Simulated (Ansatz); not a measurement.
Compare A (`CSC(=O)CCl`) with its isomer B (`OC/C=C(/S)Cl`).

Gas-phase electronic energies from Ansatz, PBE0-D4/def2-TZVP geometries. CBS: MP2 limit from def2 TZ/QZ plus the TZ coupled-cluster correction, frozen cores. DFT in def2-TZVPP. B3LYP here is the variant with VWN-RPA as its local correlation; programs differ in this. One conformer a species, not always the lowest.

Problem. Which isomer does CCSD(T)/CBS put lower? Give the gap. (Best estimate.)

Solution. The calculation gave: A, by 91.2 kJ/mol.

Problem. Give E(B) − E(A) in kJ/mol with B2PLYP, HF/def2-TZVPP, MP2/def2-TZVPP, B3LYP, PBE0-D4, B3LYP-D4, ωB97M-V. (Estimate.)

Solution. The calculation gave: B2PLYP 101.6, HF/def2-TZVPP 100.1, MP2/def2-TZVPP 95.9, B3LYP 101.1, PBE0-D4 99.1, B3LYP-D4 101.2, ωB97M-V 97.1. None reverses the order clearly.

Largest T1 diagnostic: 0.014.

From PBE to PBE0 (25 % exact exchange), in def2-TZVPP and without D4, E(B) − E(A) moves by −5.8 kJ/mol. In def2-TZVPP, CCSD(T) changes the Hartree–Fock value by −6.5 kJ/mol (the triples alone add +2.6 kJ/mol) and MP2 by −4.2 kJ/mol.
